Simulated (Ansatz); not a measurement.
# AlC (quartet): trial inputs and their diagnosis

3 inputs are run for AlC (quartet) as typed; the log has to tell whether the result can be used and what must change.

Program: Ansatz 0.2.0, Gaussian basis. Level of theory: the settings change from run to run. These are calculated values, not measurements.

11 further runs of the same task are left out: 4 that didn't finish, 7 set aside as unsound or not needed.

### Step 1. The geometry

The geometry is a PBE0/def2-TZVP stationary point (not a proven minimum) of the parent state, kept for this charge and spin.

2 atoms, charge 0, spin multiplicity 4.

Atoms are counted from 1 here; the program's logs count them from 0.

Bond lengths: Al1–C2 1.956 Å.

### Step 2. Input 1

Contents of in.yaml:

```yaml
crystal:
  periodic: [false, false, false]
  atoms:
    - {symbol: Al, position_ang: [0.000000, 0.000000, 0.000000]}
    - {symbol: C, position_ang: [0.000000, 0.000000, 1.955903]}
basis:
  gaussian: {orbitals: def2-SVP, point_charges: [{charge: 1.00, position_ang: [4.816, 0.454, -0.061]}]}
magnetization: {spin_polarized: false, initial_magnetization: 3}
correlation: {active_space: {ras: {orbitals: [8, 3, 21], electrons: 20, max_holes: 2, max_particles: 2}, fixed_orbitals: true}}
```

Command:

```console
> ansatz run in.yaml --threads 1 --pin off --events-out ev --progress --plain --max-ram 2393MiB
```

What it wrote:

```text
Functional definition: HF
  name "HF"
  cite "Fock, Z. Phys. 61, 126 (1930) doi:10.1007/BF01340294"
  parent pbe
  exchange = exact_x
  correlation = 0
302 factors; integrals over basis functions are off by at most 9.8e-4 eV
mean field evaluation 1: about -7605.0650 eV, gradient 7.6e0 eV
mean field evaluation 2: about -7605.0683 eV, gradient 7.6e0 eV
mean field evaluation 4: about -7606.0863 eV, gradient 2.9e0 eV
mean field evaluation 8: about -7606.4382 eV, gradient 3.9e-1 eV
mean field evaluation 16: about -7606.4445 eV, gradient 1.9e-6 eV
mean field -7606.44452460 eV, -279.5316804456 hartree, gradient 1.9e-6 eV, S^2 3.750000; 2 other end points of the search recorded, 0 dependent functions left out
reference -7606.44452460 eV, -279.5316804456 hartree; 11, 8 occupied and 21, 24 virtual orbitals, 302 factors
Error: 20 electrons in 32 orbitals form no window around the highest filled level of the reference
```

Run time: 0.24 s. Hardware: 1 thread of Arm Neoverse N1, shared host.

What is wrong: The run stopped with an error. The electron count of the restricted space is wrong. Cure: count the correlated electrons again.

### Step 3. Input 2

Contents of in.yaml:

```yaml
crystal:
  periodic: [false, false, false]
  atoms:
    - {symbol: Al, position_ang: [0.000000, 0.000000, 0.000000]}
    - {symbol: C, position_ang: [0.000000, 0.000000, 1.955903]}
basis:
  gaussian: {orbitals: cc-pVDZ}
magnetization: {spin_polarized: false, initial_magnetization: 3}
correlation: {active_space: {ras: {orbitals: [2, 3, 21], electrons: 8, max_holes: 2, max_particles: 2}, fixed_orbitals: true}}
```

The command is unchanged.

What it wrote:

```text
Functional definition: HF
  name "HF"
  cite "Fock, Z. Phys. 61, 126 (1930) doi:10.1007/BF01340294"
  parent pbe
  exchange = exact_x
  correlation = 0
315 factors; integrals over basis functions are off by at most 6.0e-4 eV
mean field evaluation 1: about -7608.3780 eV, gradient 7.8e0 eV
mean field evaluation 2: about -7608.3800 eV, gradient 7.8e0 eV
mean field evaluation 4: about -7609.3119 eV, gradient 2.8e0 eV
mean field evaluation 8: about -7609.6169 eV, gradient 3.0e-1 eV
mean field evaluation 16: about -7606.2035 eV, gradient 2.1e-2 eV
mean field -7609.61836834 eV, -279.6483170518 hartree, gradient 2.5e-6 eV, S^2 3.750000; 3 other end points of the search recorded, 0 dependent functions left out
reference -7609.61836834 eV, -279.6483170518 hartree; 11, 8 occupied and 21, 24 virtual orbitals, 315 factors
Error: 8 electrons in 26 orbitals form no window around the highest filled level of the reference
```

Wall time 0.39 s (1 thread of Arm Neoverse N1, shared host).

What is wrong: The run stopped with an error. The electron count of the restricted space is wrong. Fix: count the correlated electrons again.

### Step 4. Input 3

Contents of in.yaml:

```yaml
crystal:
  periodic: [false, false, false]
  atoms:
    - {symbol: Al, position_ang: [0.000000, 0.000000, 2.005903]}
    - {symbol: C, position_ang: [0.000000, 0.000000, 1.955903]}
basis:
  gaussian: {orbitals: def2-SVP}
magnetization: {spin_polarized: true, initial_magnetization: 3}
correlation: {method: ccsdt_q, electrons: outside_noble_gas}
```

Launched as before.

What it wrote, shortened:

```text
Functional definition: HF
  name "HF"
  cite "Fock, Z. Phys. 61, 126 (1930) doi:10.1007/BF01340294"
  parent pbe
[...]
438 factors; integrals over basis functions are off by at most 6.8e-8 eV
[...]
a density is far from that of the atoms, so the factors are made again for it
489 factors; integrals over basis functions are off by at most 1.8e-8 eV
[...]
mean field 9024.49963538 eV, 331.6442445747 hartree, gradient 3.4e-6 eV, S^2 3.760470; 38 other end points of the search recorded, 0 dependent functions left out
determinant 9024.49963538 eV, 331.6442445747 hartree, with singles and doubles 9023.55193492 eV, 331.6094172250 hartree
determinant 9024.57796725 eV, 331.6471232179 hartree, with singles and doubles 9023.58158444 eV, 331.6105068248 hartree
determinant 9024.69663233 eV, 331.6514840790 hartree, with singles and doubles 9023.77775572 eV, 331.6177159863 hartree
[...]
determinant 9024.49963538 eV, 331.6442445747 hartree, with singles and doubles 9023.54451581 eV, 331.6091445779 hartree
determinant 9024.57796725 eV, 331.6471232179 hartree, with singles and doubles 9023.57430029 eV, 331.6102391374 hartree
determinant 9024.69663233 eV, 331.6514840790 hartree, with singles and doubles 9023.77040110 eV, 331.6174457091 hartree
determinant 9024.74422721 eV, 331.6532331587 hartree, with singles and doubles 9023.81244833 eV, 331.6189909164 hartree
6 core orbitals not correlated: weight in the atoms' cores, before any rotation towards them, 0.499 or more for the frozen orbitals, at most 0.144 for the correlated occupied ones
reference 9024.49963538 eV, 331.6442445747 hartree; 5, 2 occupied and 21, 24 virtual orbitals, 489 factors
second order -0.85733864 eV of doubles, -0.00000000 eV of singles
cycle   1  -0.93800498 eV  change   -8.1e-2 eV  update   1.6e-2
[...]
cycle  11  -0.95774151 eV  change   -3.3e-7 eV  update   5.7e-7
perturbative correction 0.00001482 eV, 0.0000005446 hartree
Total energy: 9023.54190869 eV, 331.6090487679 hartree
```

It took 30 s on 1 thread of Arm Neoverse N1, shared host.

What is wrong: The run converged, which proves nothing about the input. One atom lies on top of another. The shortest distance is 0.05 Å, against 1.96 Å in the geometry of step 1. Its energy belongs to another geometry. Fix: restore its position.

### Step 5. Summary

| input | level | ended | cause | time |
| --- | --- | --- | --- | --- |
| 1 | CISD/def2-SVP | stopped by an error | the electron count of the restricted space is wrong | 0.24 s |
| 2 | CISD/cc-pVDZ | stopped by an error | the electron count of the restricted space is wrong | 0.39 s |
| 3 | CCSDT(Q) on UHF/def2-SVP | converged | one atom lies on top of another | 30 s |

2 stopped by an error, 1 converged. The input that converges on a wrong geometry or spin is the dangerous one: no error points at it, so geometry and ⟨S²⟩ have to be checked.
